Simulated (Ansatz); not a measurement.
Molecule (SMILES): FF (F2).
Atoms: F1, F2. Bonds: F1-F2.

Basis-set convergence of the highest harmonic wavenumber at CCSD(T) with Ansatz (an electronic-structure program). Each level at its own minimum, finite differences of forces, unscaled; the reference is a large set that could be run, not a limit. All functions are spherical. Cores are frozen. A restricted Hartree-Fock determinant is unstable towards unrestricted orbitals. No added dispersion term, no relativity. Reference: the value in def2-QZVPPD, 920 cm⁻¹, itself unsure by roughly 3 cm⁻¹ (its mean distance from pcseg-3, def2-QZVPP, cc-pVQZ). Deviations are taken from unrounded values. Cost is core time over that of cc-pVTZ, rough, on shared machines of one kind; a dash marks a row that isn't timed (too short, read off another run, short of memory, by another algorithm or on other hardware).

| basis | functions | highest harmonic wavenumber (cm⁻¹) | minus reference (cm⁻¹) | cost |
|---|---|---|---|---|
| STO-3G | 10 | 1207 | 288 | - |
| cc-pVTZ | 60 | 920 | 0 | 1× |
| pcseg-2 | 60 | 914 | -5 | 1× |
| def2-TZVPP | 62 | 916 | -4 | 1× |
| 6-311++G(3df,3pd) | 78 | 894 | -26 | 3× |
| jun-cc-pV(T+d)Z | 78 | 916 | -3 | 3× |
| def2-TZVPPD | 80 | 913 | -7 | 3× |
| cc-pCVTZ | 86 | 924 | 4 | 4× |
| aug-cc-pVTZ | 92 | 916 | -3 | 5× |
| aug-pcseg-2 | 92 | 912 | -7 | 5× |
| cc-pVQZ | 110 | 921 | 2 | 10× |
| def2-QZVP | 114 | 919 | -1 | - |
| def2-QZVPP | 114 | 919 | -1 | 10× |
| pcseg-3 | 120 | 927 | 8 | - |
| def2-QZVPPD | 132 | 920 | 0 | - |

The smallest set listed that lies within 50 cm⁻¹ of the reference with all its larger relatives (same family, alike in diffuse functions; a set with none counts only in the reference's own line) is cc-pVTZ (60 functions, 1× in cost, 0 cm⁻¹ off), level with pcseg-2. Inside, with no larger relative to test it: 6-311++G(3df,3pd), cc-pCVTZ, aug-pcseg-2.
